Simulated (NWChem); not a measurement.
S, triplet

Program: NWChem. Spin-unrestricted. The open p shell is one determinant without spherical averaging. No stability test was run on the SCF state. B3LYP is NWChem's, with the RPA form of VWN correlation.

Q: Taking B3LYP/pcseg-2 as the yardstick, which of these has the fewest basis functions while keeping “highest occupied level (eV)” within 0.1 eV of it: B3LYP/STO-3G; B3LYP/pcseg-1; B3LYP/def2-SVP; B3LYP/aug-pcseg-1?

A: B3LYP/pcseg-1.
| level | basis functions | highest occupied level (eV) |
|---|---|---|
| B3LYP/STO-3G | 9 | -2.00 |
| B3LYP/pcseg-1 | 18 | -7.15 |
| B3LYP/def2-SVP | 18 | -6.73 |
| B3LYP/aug-pcseg-1 | 27 | -7.17 |
| B3LYP/pcseg-2 | 34 | -7.18 |

The yardstick is one finite set, not the basis-set limit.
